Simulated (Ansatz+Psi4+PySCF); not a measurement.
```yaml
atoms:
  - { symbol: P, position_ang: [0.0000, 0.0000, 1.1594] }
  - { symbol: P, position_ang: [0.0000, 0.0000, -1.1594] }
```

Basis set: cc-pV(T+d)Z (spherical functions). Left uncorrelated: 10 orbitals. Charge 0, multiplicity 1.

Computed with Ansatz (development build ahead of 0.2.0) and Psi4 1.11; the reference of a correlated method needn't be the lowest determinant of its kind. Restricted open shells among the atoms or ions are ROHF, correlated in semicanonical orbitals with singles.

Task: Give the vertical ionization energy (product with multiplicity 2 at the same shape, open shells in the same class of orbitals) of singlet P₂ by RHF-MP2, RHF-CCSD(T), RHF-CCSD, RHF.

Result:

```tsv
method	ionization energy
RHF-MP2	10.52 eV
RHF-CCSD(T)	9.70 eV
RHF-CCSD	9.47 eV
RHF	8.09 eV
```

Caution: an unrestricted determinant lies well below; the determinant breaks the point group; unrestricted orbitals would lower the determinant. Caution for RHF-MP2: MP2 on this radical cation hangs on the determinant chosen; another reference gives a lower total. Caution for RHF-MP2, RHF-CCSD(T), RHF-CCSD: large amplitudes, a single reference is doubtful. Caution for RHF-CCSD(T), RHF-CCSD: the determinant is a saddle point; the program doubts this total.
